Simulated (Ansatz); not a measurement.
# SiBH4 radical (SMILES [BH][SiH3]): functionals against CCSD(T) at one geometry

An exercise on one series of results from a longer session: the logs are not shown, and one member is left open.

The runs use Ansatz 0.2.0, Gaussian basis; single points in def2-TZVPP.

Cores are frozen in the correlated methods. Orbitals are unrestricted.

### Starting geometry

6 atoms, charge 0, spin multiplicity 2.

Atoms are counted from 1 here; the program's logs count them from 0.

Bond lengths: B1–Si2 1.736 Å, B1–H3 1.226 Å, Si2–H4 1.506 Å, Si2–H5 1.480 Å, Si2–H6 1.529 Å. Angles: Si2–B1–H3 151.2°, B1–Si2–H4 128.1°, B1–Si2–H5 120.2°, B1–Si2–H6 114.7°, H4–Si2–H5 90.3°, H4–Si2–H6 97.3°, H5–Si2–H6 100.3°.

As a file:

```tsv
atom	x (Å)	y (Å)	z (Å)
B1	0.90110	-0.82020	0.59670
Si2	-0.20810	0.28740	-0.15030
H3	1.23380	-1.95590	0.91570
H4	-1.50220	-0.02520	-0.85500
H5	0.22590	1.11490	-1.29800
H6	-0.75060	1.37270	0.77980
```

The first run:

The input, run/in.yaml:

```yaml
crystal:
  periodic: [false, false, false]
  atoms:
    - {symbol: B, position_ang: [0.901100, -0.820200, 0.596700]}
    - {symbol: Si, position_ang: [-0.208100, 0.287400, -0.150300]}
    - {symbol: H, position_ang: [1.233800, -1.955900, 0.915700]}
    - {symbol: H, position_ang: [-1.502200, -0.025200, -0.855000]}
    - {symbol: H, position_ang: [0.225900, 1.114900, -1.298000]}
    - {symbol: H, position_ang: [-0.750600, 1.372700, 0.779800]}
basis:
  gaussian: {orbitals: def2-TZVPP}
magnetization: {spin_polarized: true, initial_magnetization: 1}
correlation: {method: ccsd_t}
scf: {omitted_lower_state_checks: [cluster_reference]}
output: {forces: true}
```

The command line of these runs was not kept.

Among the steps run: CCSD(T)/def2-TZVPP; PBE0-D4/def2-TZVPP; wB97M-V/def2-TZVPP; r2SCAN-D4/def2-TZVPP; PBE-D4/def2-TZVPP; SPW92/def2-TZVPP; wB97X-V/def2-TZVPP.

One table of the session follows, with a row left open; its other results are not shown here.

| method | RMS force component (eV/Å) | angle to CCSD(T) forces (°) | dipole (D) |
| --- | --- | --- | --- |
| CCSD(T) | 2.424 | reference | 1.14 |
| PBE0-D4 | ? | ? | ? |
| wB97M-V | 2.329 | 1.6 | 1.15 |
| r2SCAN-D4 | 2.219 | 1.4 | 0.86 |
| PBE-D4 | 2.086 | 3.4 | 0.72 |
| SPW92 | 1.883 | 3.7 | 0.58 |
| wB97X-V | 2.383 | 0.7 | 1.18 |

Estimate the missing values for PBE0-D4.

**Answer.** RMS force component (eV/Å): 2.252; angle to CCSD(T) forces (°): 1.1; dipole (D): 0.98. In the column «RMS force component (eV/Å)» it lies between r2SCAN-D4 (2.219) and wB97M-V (2.329).
